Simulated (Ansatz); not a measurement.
Cost and result for the atomization energy of `SC1NCO1` (10 atoms, 10 bonds).

Cartesian coordinates in Å:
```
S -0.895 -0.467 -1.795
C -0.685 -0.199 -0.002
N 0.545 -0.776 0.508
C 1.006 0.598 0.695
O -0.292 1.105 0.388
H -2.211 -0.204 -1.834
H -1.607 -0.512 0.494
H 1.066 -1.331 -0.157
H 1.304 0.845 1.719
H 1.770 0.941 -0.016
```

Charge 0, multiplicity 1. All single points use the PBE0-D4/def2-TZVP geometry. It is one conformer, not always the lowest. Program: Ansatz. All runs use 4 threads of an Arm Neoverse V1 on a shared host. Times are those of one run each, without the atoms' runs, and a repeat can differ threefold. Electronic energies, without spin–orbit coupling; frozen cores. CCSD(T)/CBS adds CCSD(T) − MP2 in def2-TZVPP to the MP2 limit, and its time is that of the two runs behind it. T1 = 0.012. B3LYP takes the VWN-RPA correlation (the form of Gaussian; ORCA's B3LYP/G).

CCSD(T)/CBS is a level of theory with its own doubt, some kJ/mol a heavy atom from the limit and from the frozen cores, so smaller differences don't rank the functionals.

```
                             level  functions  wall time
   PBE-D4/def2-TZVPP (with forces)        236      2.4 s
                PBE0-D4/def2-TZVPP        236      2.8 s
 B3LYP-D4/def2-TZVPP (with forces)        236      4.3 s
r2SCAN-D4/def2-TZVPP (with forces)        236      4.7 s
                 B2PLYP/def2-TZVPP        236        5 s
                ωB97X-V/def2-TZVPP        236        7 s
  ωB97M-V/def2-TZVPP (with forces)        236       11 s
                    MP2/def2-QZVPP        448       21 s
                CCSD(T)/def2-TZVPP        236    2.2 min
                 CCSD(T)/CBS(def2)          –    2.5 min
```

Problem. What atomization energy does each give, and how far from CCSD(T)/CBS? (An estimate is asked.)

Solution. Computed: 
| level | atomization (kcal/mol) | difference from CCSD(T)/CBS | per bond |
| --- | --- | --- | --- |
| PBE-D4/def2-TZVPP (with forces) | 913.8 | 35.9 | 3.6 |
| PBE0-D4/def2-TZVPP | 887.2 | 9.3 | 0.9 |
| B3LYP-D4/def2-TZVPP (with forces) | 878.2 | 0.3 | 0.0 |
| r2SCAN-D4/def2-TZVPP (with forces) | 880.6 | 2.7 | 0.3 |
| B2PLYP/def2-TZVPP | 867.0 | -10.9 | -1.1 |
| ωB97X-V/def2-TZVPP | 885.6 | 7.7 | 0.8 |
| ωB97M-V/def2-TZVPP (with forces) | 885.4 | 7.5 | 0.8 |
| MP2/def2-QZVPP | 886.4 | 8.5 | 0.8 |
| CCSD(T)/def2-TZVPP | 849.9 | -28.0 | -2.8 |
| CCSD(T)/CBS(def2) | 877.9 | 0.0 | 0.0 |

The D4 term adds +7.9 kcal/mol with B3LYP and +4.1 kcal/mol with PBE0; it sums over pairs of atoms, weighted by their polarisabilities, and B3LYP, whose exchange is more repulsive, gets the larger term. In def2-TZVPP, CCSD(T) changes the Hartree–Fock value by +270.1 kcal/mol (the triples alone add +18.3 kcal/mol) and MP2 by +290.1 kcal/mol; breaking electron pairs costs correlation energy, which Hartree–Fock lacks. From PBE to PBE0 (25 % exact exchange), in def2-TZVPP and without D4, the atomization energy moves by −25.8 kcal/mol: exact exchange takes away binding that semilocal exchange gives to molecules.
